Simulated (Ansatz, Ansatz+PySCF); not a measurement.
```xyz
2

B     0.0000    0.0000   -0.7469
F     0.0000    0.0000    0.4150
```

RHF on singlet BF was run in several spherical basis sets with Ansatz (development build ahead of 0.2.0).

(1) Rank the basis sets by the total energy that they give, lowest first, with the distance from the lowest.
A. cc-pVDZ
B. cc-pVTZ
C. def2-TZVP
D. def2-SVP
E. STO-3G
F. 6-31G(d)

## Answers

(1) C (0.00 eV), B (0.17 eV), A (1.61 eV), F (1.74 eV), D (4.36 eV), E (49.15 eV).

Totals follow the description of the cores as much as that of the bonds, so this order isn't one of quality for chemistry.
